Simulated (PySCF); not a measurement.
## Oxygen: a sound run and one with changed settings

Sound run: O [He] 2s2 2p4, O⁺ [He] 2s2 2p3. Computed with PySCF 2.14 in cc-pVTZ, with the non-relativistic Hamiltonian (point nucleus). The sound run starts from symmetry-adapted Hartree-Fock orbitals and uses a fine grid where one is needed.

Changed run: initial guess atom, at most 50 SCF cycles, level shift 10.0 hartree.

| species | method | sound run (hartree) | changed run (hartree) | converged |
| --- | --- | --- | --- | --- |
| O | UHF | -74.81176 | -74.81176 | no |
| O | TPSS | -75.10065 | -75.10064 | no |
| O | r2SCAN | -75.05460 | -75.05459 | no |
| O⁺ | UHF | -74.37037 | -74.37037 | no |
| O⁺ | TPSS | -74.58675 | -74.58675 | no |
| O⁺ | r2SCAN | -74.55212 | -74.55212 | no |

A level shift slows the SCF but leaves a converged energy unchanged.
